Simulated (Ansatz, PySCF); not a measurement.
Gas-phase reaction (SMILES): CC#N [acetonitrile] + H+ → CC#[NH+]; protonation at N, whose ΔH is minus the proton affinity.

Structures are relaxed separately at B3LYP-D3(BJ)/def2-TZVP in Ansatz (an electronic-structure program). Cores are frozen in the correlated levels unless marked. No spin-orbit coupling. Non-relativistic. CBS(X,Y): correlation extrapolated as X^-3; Hartree-Fock from the larger set. The bracket is a focal-point correction in the basis named. Thermal terms are rigid-rotor harmonic-oscillator values from B3LYP-D3(BJ) frequencies (PySCF) at 298.15 K and 1 atm. 1 Eh = 627.5095 kcal/mol. The proton has no electrons: its energy is zero and its thermal terms are those of translation.

```tsv
species	E, RI-MP2/CBS(cc-pVTZ,cc-pVQZ)+[CCSD(T)-MP2]/cc-pVTZ (Ansatz) (Eh)	E, B3LYP-D3(BJ)/def2-TZVPD (Ansatz + dftd3) (Eh)	H - E (Eh)	G - E (Eh)
CC#N	-132.59313	-132.81534	0.04977	0.02224
H+	0.00000	0.00000	0.00236	-0.01000
CC#[NH+]	-132.89936	-133.12541	0.06068	0.03263
```

Problem. Work out ΔE and ΔH, ΔG, ΔS and the equilibrium constant at 298.15 K at the first level, then ΔH at the second.

Solution. 
1. ΔE = [(-132.89936)] - [(-132.59313) + (0.00000)] = -0.30623 Eh = -192.2 kcal/mol at RI-MP2/CBS(cc-pVTZ,cc-pVQZ)+[CCSD(T)-MP2]/cc-pVTZ.
2. The terms H - E add up to 0.00855 Eh, so ΔH = (-0.30623 + (0.00855))×627.5095 = -186.8 kcal/mol.
3. The terms G - E add up to 0.02039 Eh, so ΔG = -179.4 kcal/mol, and ΔS = (0.00855 - (0.02039))×627509.5/298.15 = -24.9 cal/(mol K).
4. log10 K = -ΔG/(RT ln 10) = 131.5, with RT ln 10 = 1.3642 kcal/mol.
5. At B3LYP-D3(BJ)/def2-TZVPD the same steps give ΔE = -194.6 and ΔH = -189.2 kcal/mol, a shift of -2.4 from the first level.
6. These values are not checked against measurement here, since the tables used lack a sound gas-phase enthalpy of formation for at least one species, or one in the same ion convention.
